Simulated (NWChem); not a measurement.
Species: N, quartet

Computed with NWChem. Spin-unrestricted. No stability test was run on the SCF state. Total energies compare along this basis series because the functional is fixed.

```json
[
 {"level": "PBE/3-21G", "basis functions": "9", "energy (Ha)": "-54.2214", "highest occupied level (eV)": "-7.38", "lowest empty minus highest occupied level, either spin (eV)": "4.41"},
 {"level": "PBE/pcseg-1", "basis functions": "14", "energy (Ha)": "-54.5048", "highest occupied level (eV)": "-8.12", "lowest empty minus highest occupied level, either spin (eV)": "4.23"},
 {"level": "PBE/aug-pcseg-1", "basis functions": "23", "energy (Ha)": "-54.5066", "highest occupied level (eV)": "-8.34", "lowest empty minus highest occupied level, either spin (eV)": "4.16"},
 {"level": "PBE/pcseg-2", "basis functions": "30", "energy (Ha)": "-54.5320", "highest occupied level (eV)": "-8.29", "lowest empty minus highest occupied level, either spin (eV)": "4.18"},
 {"level": "PBE/def2-TZVPP", "basis functions": "31", "energy (Ha)": "-54.5321", "highest occupied level (eV)": "-8.23", "lowest empty minus highest occupied level, either spin (eV)": "4.21"},
 {"level": "PBE/def2-QZVP", "basis functions": "57", "energy (Ha)": "-54.5352", "highest occupied level (eV)": "-8.28", "lowest empty minus highest occupied level, either spin (eV)": "4.18"}
]
```
